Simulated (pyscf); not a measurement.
Thermochemistry of product channels of HO–B(Cl)–Cl (SMILES OB(Cl)Cl) + H• (SMILES [H]) on the doublet surface, in kcal/mol, from ωB97M-D3(BJ)/def2-TZVP energies (ideal gas, 1 atm, RRHO with modes under 100 cm⁻¹ raised to 100, one conformer, R ln 2 for rigid chiral ones). Structures and frequencies: ωB97X-D3(BJ)/def2-SVP in PySCF.

```
products                                                 ΔE  ΔH(298 K)  ΔG(298 K)  ΔG(900 K)
----------------------------------------------------  -----  ---------  ---------  ---------
H₂O (SMILES O) + [Cl–B–Cl]• (SMILES Cl[B]Cl)          +30.2      +33.2      +29.7      +23.8
•O–B(Cl)–Cl (SMILES [O]B(Cl)Cl) + H₂ (SMILES [H][H])  +44.2      +42.8      +41.3      +37.9
[HO–B–Cl]• (SMILES O[B]Cl) + HCl (SMILES Cl)          +18.1      +20.0      +16.9      +11.4
```

These are energies of the channels, which say nothing of barriers.
